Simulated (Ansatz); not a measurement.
I need a search for lower mean-field states of H4NOSi, SMILES [O]N[SiH3]. Use Ansatz's Python interface. Settings (for the species named): PBE0, cc-pVDZ basis, multiplicity 2.

```json
{"atom": "O", "x (Å)": "1.7378", "y (Å)": "-0.8121", "z (Å)": "-0.1687"}
{"atom": "N", "x (Å)": "1.0395", "y (Å)": "0.3314", "z (Å)": "-0.3592"}
{"atom": "Si", "x (Å)": "-0.6770", "y (Å)": "-0.0516", "z (Å)": "-0.0312"}
{"atom": "H", "x (Å)": "1.3460", "y (Å)": "0.9983", "z (Å)": "0.3839"}
{"atom": "H", "x (Å)": "-0.8115", "y (Å)": "-0.5858", "z (Å)": "1.3325"}
{"atom": "H", "x (Å)": "-1.1513", "y (Å)": "-1.0516", "z (Å)": "-0.9996"}
{"atom": "H", "x (Å)": "-1.4836", "y (Å)": "1.1714", "z (Å)": "-0.1577"}
```

Script `states_h4nosi.py`:
```python
# -*- coding: utf-8 -*-
"""Does a wider search find a lower mean-field state of H4NOSi?"""

import logging
import sys

import ansatz as az
from ase import Atoms
import numpy as np

logging.basicConfig(stream=sys.stdout, format="%(levelname)s:%(name)s:%(message)s")
logger = logging.getLogger("run")
logger.setLevel(logging.INFO)


def main():
    atoms = Atoms(["O", "N", "Si", "H", "H", "H", "H"], positions=[
        (1.7378, -0.8121, -0.1687),
        (1.0395, 0.3314, -0.3592),
        (-0.677, -0.0516, -0.0312),
        (1.346, 0.9983, 0.3839),
        (-0.8115, -0.5858, 1.3325),
        (-1.1513, -1.0516, -0.9996),
        (-1.4836, 1.1714, -0.1577),
    ])
    system = az.Crystal.molecule_from_ase(atoms)
    symbols = [site.symbol for site in system.cartesian_sites]

    start = np.array([site.position_ang for site in system.cartesian_sites])
    for factor in [1.0, 1.5]:
        xyz = (start - start.mean(axis=0)) * factor
        scaled = az.Crystal.molecule()
        for symbol, place in zip(symbols, xyz):
            scaled = scaled.atom(symbol, place.tolist())
        calc = (
            scaled.calculation()
            .basis(gaussian="cc-pVDZ")
            .functional("pbe0")
            .accuracy("medium")
            .spin("collinear", total=1)
        )
        for search in ("off", "standard"):
            try:
                summary = calc.scf(lower_state_search=search).run(threads=1).report
            except az.AnsatzError as error:
                logger.info(f"x{factor} search {search}: {type(error).__name__}")
                continue
            state = summary["mean_field"]["state"]
            logger.info(f"all distances x{factor}, search {search:8s} E = {summary['free_energy_ev']:.5f} eV  <S^2> = {abs(state['spin_squared']):.3f}  other states met: {len(summary['mean_field']['others'])}")


if __name__ == "__main__":
    main()
```

```console
$ python states_h4nosi.py
INFO:run:all distances x1.0, search off      E = -11470.02154 eV  <S^2> = 0.754  other states met: 0
INFO:run:all distances x1.0, search standard E = -11470.02154 eV  <S^2> = 0.754  other states met: 2
INFO:run:all distances x1.5, search off      E = -11457.07654 eV  <S^2> = 1.882  other states met: 0
INFO:run:all distances x1.5, search standard E = -11457.07654 eV  <S^2> = 1.882  other states met: 11
```

The settings weren't tested for convergence. The count of other states can hold repeated and symmetry-equivalent ends of the search; scaling all distances is a test, and for more than two atoms no physical path. The structure is a rough, unrelaxed start. The species is open-shell (spin multiplicity 2). The expectation value of S² is noticeably off S(S+1) in at least one run, so that state is spin-contaminated. The whole script took 32 s on 1 thread of Arm Neoverse V1, on a shared host, peak memory 0.24 GiB.

(A comment or docstring line of the script was reworded after the run, the code is as it ran; lines on the test bed's own set-up are left out of the output.)
